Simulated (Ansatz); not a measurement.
Reaction (isomerisation): `CC(O)(F)C=O` → `COC1(F)CO1`

Program: Ansatz. Geometries: PBE0-D4/def2-TZVP. ΔE: electronic, gas phase. CCSD(T)/CBS is the MP2 limit (def2-TZVPP, def2-QZVPP) plus CCSD(T) − MP2 in def2-TZVPP, frozen cores. DFT in def2-TZVPP. B3LYP here is the variant with VWN-RPA as its local correlation; programs differ in this. One conformer a species, not always the lowest.

| level | ΔE (kJ/mol) | difference from CCSD(T)/CBS |
| --- | --- | --- |
| PBE-D4 | 122.5 | -12.0 |
| r2SCAN-D4 | 123.6 | -10.9 |
| PBE0-D4 | 118.5 | -16.0 |
| B3LYP-D4 | 132.3 | -2.2 |
| ωB97X-V | 119.5 | -15.0 |
| ωB97M-V | 127.3 | -7.2 |
| B2PLYP | 133.3 | -1.2 |
| PBE | 121.3 | -13.2 |
| r2SCAN | 123.4 | -11.1 |
| PBE0 | 117.6 | -16.9 |
| B3LYP | 130.5 | -4.0 |
| HF/def2-TZVPP | 132.9 | -1.6 |
| MP2/def2-TZVPP | 131.2 | -3.3 |
| SCS-MP2/def2-TZVPP | 131.4 | -3.1 |
| CCSD/def2-TZVPP | 130.8 | -3.7 |
| CCSD(T)/def2-TZVPP | 132.0 | -2.5 |
| HF/def2-QZVPP | 132.5 | -2.0 |
| MP2/def2-QZVPP | 132.5 | -2.0 |
| SCS-MP2/def2-QZVPP | 133.0 | -1.5 |
| HF/CBS(def2) | 132.4 | -2.1 |
| MP2/CBS(def2) | 133.7 | -0.8 |
| CCSD/CBS(def2) | 133.3 | -1.2 |
| CCSD(T)/CBS | 134.5 | 0 |

Largest T1 diagnostic among the species: 0.014.

From PBE to PBE0 (25 % exact exchange), in def2-TZVPP and without D4, ΔE moves by −3.7 kJ/mol.
